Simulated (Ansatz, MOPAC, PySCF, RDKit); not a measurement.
Dimer: HF (SMILES F) (first 2 atoms) with HF (SMILES F); geometry from A24 set.
(charge 0, multiplicity 1):
```xyz
4

H      0.000     0.803     1.695
F      0.000    -0.046     1.340
H      0.000    -0.120    -0.491
F      0.000     0.010    -1.404
```

```csv
level,interaction energy (meV),minus published value,cost
UFF,1103.9,1302.1,-
AM1,-97.8,100.5,-
PM3,-215.8,-17.5,-
BLYP-D3(BJ)/def2-TZVPPD,-187.0,11.2,×1
BLYP-D4/def2-TZVPPD,-186.0,12.3,×1
revPBE/def2-TZVPPD,-133.2,65.0,×1
r2SCAN-D4/def2-TZVPPD,-215.7,-17.5,×2
B3LYP/3-21G (no counterpoise),-593.6,-395.3,-
B3LYP/6-31G* (no counterpoise),-348.4,-150.1,-
PBE0/def2-TZVPPD,-199.4,-1.2,×1
PBE0-D4/def2-TZVPPD,-206.6,-8.4,×1
CAM-B3LYP-D3(BJ)/def2-TZVPPD,-225.4,-27.2,×1
CAM-B3LYP-D4/def2-TZVPPD,-225.7,-27.4,×1
B2PLYP/def2-TZVPPD,-190.6,7.7,×2
B2PLYP-D3(BJ)/def2-TZVPPD,-197.4,0.8,×2
B2PLYP-D4/def2-TZVPPD,-196.6,1.6,×2
MP2/aug-cc-pVTZ,-181.9,16.4,-
MP2/aug-cc-pVQZ,-190.0,8.3,-
CCSD(T)/aug-cc-pVDZ,-172.5,25.8,×2
"CCSD(T)/CBS(aug-cc-pVTZ, aug-cc-pVQZ)",-199.8,-1.5,×400*
```

Published value: -198.3 meV (computed benchmark interaction energy, Řezáč and Hobza, A24 set). The comparison column counts from a level with limits of its own.

The rows run from -593.6 (B3LYP/3-21G (no counterpoise)) to 1103.9 meV (UFF). From aug-cc-pVTZ to aug-cc-pVQZ MP2 changes by -8.1. The dispersion term adds -7.2 in PBE0-D4, -6.8 in B2PLYP-D3(BJ), -6.0 in B2PLYP-D4. The 3 functionals in def2-TZVPPD without D3 or D4 span 66.2, from PBE0 to revPBE.

Counterpoise-corrected where a basis set is named; no monomer relaxation. Rows marked so take none. RDKit's UFF carries no charges.

Frozen-core correlation. CBS: X⁻³ extrapolation of the correlation energy, Hartree–Fock from the larger set. Rows in 3-21G, 6-31G* carry no dispersion term and start afresh at each structure (6-31G* with six Cartesian d functions). The state that AM1, PM3 reach isn't checked.

The values were computed with Ansatz (Gaussian orbitals); MOPAC for AM1, PM3 (differences of heats of formation); PySCF for 3-21G rows, 6-31G* rows, the dispersion terms; RDKit for the force fields. Values without a source in brackets are computed.

Costs are rough ratios of core time to PBE/def2-TZVPPD (about 2.2 s over the structures, on one shared machine); a dash marks a level with no comparable run of its own. A star marks coupled-cluster runs past 200 virtual orbitals, where the program's memory plan changes under this machine's limit, so their costs aren't comparable with smaller runs.

Ansatz is a program for electronic structure.
